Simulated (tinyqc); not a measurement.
Worked calculation: extended Hueckel theory, for HF+. The parameters take no account of the charge, which enters only through the electron count. One step of it, computed by the program tinyqc.

Question. Mulliken analysis. P = C n C^T; charge = valence electrons (F 7, H 1) minus the sum of (P S)_ii on the atom; overlap population = 2 sum P_ij S_ij between two atoms.

coefficients, order 1F 2s, 1F 2px, 1F 2py, 1F 2pz, 2H 1s:
```
[[0.890734, -0.144789, 0.000000, 0.000000, -0.804713],
 [0.000000, 0.000000, 0.987298, -0.158879, 0.000000],
 [0.000000, 0.000000, 0.158879, 0.987298, 0.000000],
 [-0.043939, 0.917284, 0.000000, 0.000000, -0.664684],
 [0.191000, 0.178549, 0.000000, 0.000000, 1.295654]]
```

occupations: [2.000000, 2.000000, 1.500000, 1.500000, 0.000000]

overlap S, order 1F 2s, 1F 2px, 1F 2py, 1F 2pz, 2H 1s:
```
[[1.000000, 0.000000, 0.000000, 0.000000, 0.514202],
 [0.000000, 1.000000, 0.000000, 0.000000, 0.000000],
 [0.000000, 0.000000, 1.000000, 0.000000, 0.000000],
 [0.000000, 0.000000, 0.000000, 1.000000, 0.403996],
 [0.514202, 0.000000, 0.000000, 0.403996, 1.000000]]
```

Give: charges; Overlap populations.

Answer.

charges: [0.411, 0.589]

Overlap populations:
```
pair     value
2-1   0.547857
```
